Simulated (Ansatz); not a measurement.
Barrier H + H2O (SMILES O) via H3O, on the benchmark's geometries as Psi4's copy gives them; open shells unrestricted, no zero-point energy, no spin–orbit coupling.
Transition structure (charge 0, multiplicity 2, Z-matrix in Å and degrees):
```
O
H 1 0.9680
H 1 1.3166 2 97.20
H 3 0.8333 1 165.49 2 -0.08
```

Correlated levels freeze the cores.

The values were computed with Ansatz (Gaussian orbitals). Each number belongs to the level named beside it.

The barrier height is − E(H) − E(H2O) + E(TS). Total energies (hartree):

| level | H | H2O | TS |
|---|---|---|---|
| HF/aug-cc-pVTZ | -0.4998212 | -76.0606314 | -76.5210819 |
| MP2/aug-cc-pVTZ | -0.4998212 | -76.3289534 | -76.7795703 |
| HF/aug-cc-pVQZ | -0.4999483 | -76.0660204 | -76.5263838 |
| MP2/aug-cc-pVQZ | -0.4999483 | -76.3519107 | -76.8018247 |
| CCSD(T)/aug-cc-pVTZ | -0.4998212 | -76.3422846 | -76.8093771 |

Q: Work out the barrier height at the basis-set limit: extrapolate the MP2 correlation part as X⁻³, take Hartree–Fock from the larger set, and add the CCSD(T) − MP2 difference of aug-cc-pVTZ.

A: 
1. Differences (1 hartree = 627.509 kcal/mol): HF/aug-cc-pVTZ 24.705; MP2/aug-cc-pVTZ 30.876; HF/aug-cc-pVQZ 24.840; MP2/aug-cc-pVQZ 31.397; CCSD(T)/aug-cc-pVTZ 20.538.
2. Correlation parts, MP2 less HF: 6.171 in aug-cc-pVTZ (X = 3), 6.557 in aug-cc-pVQZ (X = 4).
3. Limit (4³·(6.557) − 3³·(6.171))/(4³ − 3³) = 6.839; with HF/aug-cc-pVQZ it gives 31.679.
4. CCSD(T) less MP2 in aug-cc-pVTZ: -10.339.
Result: 21.34 kcal/mol, against 30.88 at MP2/aug-cc-pVTZ. It is an estimate of this method's limit, not of the exact value.

Ansatz is a program for electronic structure.
